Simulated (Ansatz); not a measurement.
C₃H₃NS (`N=C1C=CS1`), relaxed with RKS PBE-D4/def2-SVP in Ansatz from a rough embedded geometry. The force threshold is 0.03 eV/Å; the program also tests the step.

Total charge 0; spin multiplicity 1.

Start:

```xyz
8

N    -0.182    1.672   -0.941
C    -0.156    0.650   -0.239
C     0.598   -0.576   -0.315
C     0.069   -1.176    0.693
S    -1.016    0.165    1.158
H    -0.920    2.347   -0.491
H     1.383   -0.960   -1.058
H     0.223   -2.122    1.193
```

**Question.** How much energy does the relaxation release, and in how many steps? (An estimate is asked.)

**Answer.** The calculation gave: 64.12 kJ/mol, in 7 steps.

**Question.** Which bonds change most? (Estimate.)

**Answer.** Computed: C2–S5 from 1.710 to 1.928 Å; C3–C4 from 1.287 to 1.362 Å; N1–H6 from 1.097 to 1.031 Å; C3–H7 from 1.147 to 1.098 Å.

**Question.** Give the relaxed structure. (Estimate.)

**Answer.** Computed: 
```xyz
8

N    -0.190    1.722   -0.956
C    -0.154    0.666   -0.271
C     0.608   -0.589   -0.350
C     0.069   -1.197    0.744
S    -1.077    0.051    1.306
H    -0.860    2.424   -0.608
H     1.367   -0.902   -1.079
H     0.237   -2.176    1.214
```
